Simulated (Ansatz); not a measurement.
**singlet C2H6B−: levels of theory compared**

We compute a comparison of 6 runs (B3LYP/6-31G*, BLYP/6-311+G**, CAM-B3LYP/6-311+G**, SVWN5/6-311+G**, r2SCAN/6-311+G**, wB97X/6-311+G**) of singlet C2H6B−. 

The calculation is run with Ansatz 0.2.0.

45 further runs of the same task are left out: 45 set aside as unsound or not needed.

**1. The system as given**

C2H6B−: 9 atoms, total charge -1, spin state singlet. As SMILES of the parent species, `[CH2]BC`. Geometry: relaxed at PBE0-D4/def2-TZVP. This is one conformer, not always the lowest. That shape belongs to the parent species and isn't relaxed for this state.

Bond lengths: C1–B2 1.531 Å, B2–C3 1.561 Å, C1–H4 1.088 Å, C1–H5 1.087 Å, B2–H6 1.202 Å, C3–H7 1.092 Å, C3–H8 1.097 Å, C3–H9 1.097 Å. Some angles: C1–B2–C3 122.9°, C1–B2–H6 118.3°, C3–B2–H6 118.8°, B2–C1–H4 122.7°, B2–C1–H5 123.3°, B2–C3–H7 115.2°, B2–C3–H8 109.8°, B2–C3–H9 110.0°, H4–C1–H5 113.9°, H7–C3–H8 108.4°.

**2. The energy at B3LYP/6-31G(d) (Cartesian functions) (run 1)**

The input, job.yaml:

```yaml
crystal:
  periodic: [false, false, false]
  atoms:
    - symbol: C
      position_ang: [-0.840100, 0.743300, -1.023500]
    - symbol: B
      position_ang: [0.191800, 0.540800, 0.089100]
    - symbol: C
      position_ang: [0.525000, -0.860100, 0.691800]
    - symbol: H
      position_ang: [-1.406600, -0.078400, -1.457800]
    - symbol: H
      position_ang: [-1.074500, 1.714900, -1.450600]
    - symbol: H
      position_ang: [0.769100, 1.506600, 0.513000]
    - symbol: H
      position_ang: [-0.036500, -1.695300, 0.267500]
    - symbol: H
      position_ang: [1.596100, -1.069200, 0.576400]
    - symbol: H
      position_ang: [0.364200, -0.849200, 1.777100]
basis:
  gaussian: {orbitals: "6-31G*"}
total_charge: -1
hamiltonian: {xc: {name: B3LYP}}
accuracy: high
output: {orbitals: {seedname: orbitals}}
```

The run is started by

```
$ ansatz run job.yaml --threads 1 --pin off --max-ram 3480MiB --events-out events.jsonl --progress --plain --runs-dir runs
```

The program printed:

```text
Warning: RAYON_NUM_THREADS=1 ignored (pool sized by the plan → 1); use --threads N
Functional definition: B3LYP
  name "B3LYP"
  parameter a0 = 0.2
  parameter ax = 0.72
  parameter ac = 0.81
  exchange = (1 - a0 - ax)*slater_x + ax*b88_x + a0*exact_x
  correlation = (1 - ac)*vwn_rpa_c + ac*lyp_c
1356 factors; integrals over basis functions are off by at most 3.1e-9 eV
mean field evaluation 1: about -2844.1066 eV, gradient 3.6e1 eV
mean field evaluation 2: about -2840.5424 eV, gradient 4.9e1 eV
mean field evaluation 4: about -2847.5541 eV, gradient 2.0e0 eV
mean field evaluation 8: about -2847.5589 eV, gradient 1.0e-1 eV
mean field evaluation 16: about -2847.5590 eV, gradient 8.8e-7 eV
mean field -2847.55896755 eV, -104.6458619128 hartree, gradient 2.2e-8 eV, S^2 0.000000; 0 other end points of the search recorded, 0 dependent functions left out
reference -2847.55900435 eV, -104.6458632649 hartree; 12, 12 occupied and 45, 45 virtual orbitals, 1356 factors
Total energy: -2847.55900435 eV, -104.6458632649 hartree
```

Wall time 3.3 s (1 thread of Arm Neoverse V2, shared host); peak memory 0.15 GiB.

**3. A single-point energy at BLYP/6-311+G(d,p) (run 2)**

The input, job.yaml:

```yaml
crystal:
  periodic: [false, false, false]
  atoms:
    - {symbol: C, position_ang: [-0.840100, 0.743300, -1.023500]}
    - {symbol: B, position_ang: [0.191800, 0.540800, 0.089100]}
    - {symbol: C, position_ang: [0.525000, -0.860100, 0.691800]}
    - {symbol: H, position_ang: [-1.406600, -0.078400, -1.457800]}
    - {symbol: H, position_ang: [-1.074500, 1.714900, -1.450600]}
    - {symbol: H, position_ang: [0.769100, 1.506600, 0.513000]}
    - {symbol: H, position_ang: [-0.036500, -1.695300, 0.267500]}
    - {symbol: H, position_ang: [1.596100, -1.069200, 0.576400]}
    - {symbol: H, position_ang: [0.364200, -0.849200, 1.777100]}
basis:
  gaussian: {orbitals: 6-311+G_st__st_.json}
total_charge: -1
hamiltonian: {xc: {name: BLYP}}
accuracy: high
output: {orbitals: {seedname: orbitals}}
```

The basis set 6-311+G** is read from a file made from the Basis Set Exchange's data (not shown).

The run is started by

```
$ ansatz run job.yaml --threads 1 --pin off --max-ram 3480MiB --events-out events.jsonl --progress --plain --runs-dir runs
```

The program printed:

```text
Warning: RAYON_NUM_THREADS=1 ignored (pool sized by the plan → 1); use --threads N
Functional definition: BLYP
  name "BLYP"
  parameter beta = 0.0042
  parameter a = 0.04918
  parameter b = 0.132
  parameter c = 0.2533
  parameter d = 0.349
  exchange = b88_x(beta = beta)
  correlation = lyp_c(a = a, b = b, c = c, d = d)
2069 factors; integrals over basis functions are off by at most 3.6e-9 eV
mean field evaluation 1: about -2835.6685 eV, gradient 6.6e1 eV
mean field evaluation 2: about -2738.9970 eV, gradient 1.5e2 eV
mean field evaluation 4: about -2846.6002 eV, gradient 1.3e1 eV
mean field evaluation 8: about -2847.1206 eV, gradient 4.3e-1 eV
mean field evaluation 16: about -2847.1176 eV, gradient 1.4e-5 eV
mean field -2847.11758842 eV, -104.6296415287 hartree, gradient 3.3e-8 eV, S^2 0.000000; 0 other end points of the search recorded, 0 dependent functions left out
reference -2847.11763841 eV, -104.6296433660 hartree; 12, 12 occupied and 90, 90 virtual orbitals, 2069 factors
Total energy: -2847.11763841 eV, -104.6296433660 hartree
```

Run time: 5.7 s. Hardware: 1 thread of Arm Neoverse V2, shared host; peak memory 0.26 GiB.

Runs 3 to 5 aren't shown in full; the table further down has their settings and results.

**4. The energy at wB97X/6-311+G(d,p) (run 6)**

The input, input.yaml:

```yaml
crystal:
  periodic: [false, false, false]
  atoms:
    - {symbol: C, position_ang: [-0.840100, 0.743300, -1.023500]}
    - {symbol: B, position_ang: [0.191800, 0.540800, 0.089100]}
    - {symbol: C, position_ang: [0.525000, -0.860100, 0.691800]}
    - {symbol: H, position_ang: [-1.406600, -0.078400, -1.457800]}
    - {symbol: H, position_ang: [-1.074500, 1.714900, -1.450600]}
    - {symbol: H, position_ang: [0.769100, 1.506600, 0.513000]}
    - {symbol: H, position_ang: [-0.036500, -1.695300, 0.267500]}
    - {symbol: H, position_ang: [1.596100, -1.069200, 0.576400]}
    - {symbol: H, position_ang: [0.364200, -0.849200, 1.777100]}
basis:
  gaussian:
    orbitals: 6-311+G_st__st_.json
total_charge: -1
hamiltonian:
  xc: {name: wB97X}
accuracy: high
output: {orbitals: {seedname: orbitals}}
```

The basis set 6-311+G** is read from a file made from the Basis Set Exchange's data (not shown).

The run is started by

```
$ ansatz run input.yaml --threads 1 --pin off --max-ram 3480MiB --events-out events.jsonl --progress --plain --runs-dir runs
```

The program printed:

```text
Warning: RAYON_NUM_THREADS=1 ignored (pool sized by the plan → 1); use --threads N
Functional definition: wB97X
  name "wB97X"
  parameter omega = 0.3/bohr
  parameter cx = 0.157706
  parameter cx1 = 0.726479
  parameter cx2 = 1.04760
  parameter cx3 = -5.70635
  parameter cx4 = 13.2794
  parameter css1 = -4.33879
  parameter css2 = 18.2308
  parameter css3 = -31.7430
  parameter css4 = 17.2901
  parameter cos1 = 2.37031
  parameter cos2 = -11.3995
  parameter cos3 = 6.58405
  parameter cos4 = -3.78132
  exchange = spin_sum(e_x_unif_sr(omega)*poly(b97_u_x, 1 - cx, cx1, cx2, cx3, cx4)) + cx*exact_x_sr(omega)
      + exact_x_lr(omega)
  correlation = spin_sum(e_c_pw_same_spin*poly(b97_u_same, 1, css1, css2, css3, css4))
      + integral(e_c_pw_opposite_spin*poly(b97_u_opposite, 1, cos1, cos2, cos3, cos4))
2069 factors; integrals over basis functions are off by at most 3.6e-9 eV
420 factors; integrals over basis functions are off by at most 2.3e-9 eV
mean field evaluation 1: about -2844.9686 eV, gradient 3.3e1 eV
mean field evaluation 2: about -2846.0144 eV, gradient 2.8e1 eV
mean field evaluation 4: about -2847.9928 eV, gradient 1.5e0 eV
mean field evaluation 8: about -2847.9950 eV, gradient 2.6e-2 eV
mean field evaluation 16: about -2847.9950 eV, gradient 9.8e-6 eV
mean field -2847.99496373 eV, -104.6618844767 hartree, gradient 1.1e-8 eV, S^2 0.000000; 0 other end points of the search recorded, 0 dependent functions left out
reference -2847.99495927 eV, -104.6618843128 hartree; 12, 12 occupied and 90, 90 virtual orbitals, 2069 factors
Total energy: -2847.99495927 eV, -104.6618843128 hartree
```

Wall time 20 s (1 thread of Arm Neoverse V2, shared host); peak memory 0.49 GiB.

**5. The series**

```tsv
run	level	Cartesian functions	energy (Eh)	HOMO energy (eV)	LUMO energy (eV)	HOMO–LUMO gap (eV)	wall time
1	B3LYP/6-31G* (Cartesian functions)	yes	-104.645863	1.85	7.94	6.09	3.3 s
2	BLYP/6-311+G**	no	-104.629643	1.43	3.29	1.86	5.7 s
3	CAM-B3LYP/6-311+G**	no	-104.625765	-0.78	4.12	4.90	6.3 s
4	SVWN5/6-311+G**	no	-103.636522	1.12	3.30	2.18	3.9 s
5	r2SCAN/6-311+G**	no	-104.620193	1.20	3.95	2.75	9.6 s
6	wB97X/6-311+G**	no	-104.661884	-1.76	4.99	6.75	20 s
```

**6. Results**

| quantity | value |
| --- | --- |
| run 6: total energy | -104.66188 Eh |
| run 6: HOMO energy | -1.76 eV |
| run 6: LUMO energy | 4.99 eV |
| run 6: HOMO–LUMO gap (to an unbound level, set by the basis) | 6.75 eV |

What this shows: The HOMO–LUMO gap runs from 1.86 eV (BLYP/6-311+G**) to 6.75 eV (wB97X/6-311+G**). The empty levels of an anion lie above zero and hang on the basis. Totals of different functionals can't be ranked against each other. In runs 1, 2, 4, 5 the HOMO lies above zero, so the outermost electron may be held by the basis alone. All runs together took 49 s, the longest 20 s.
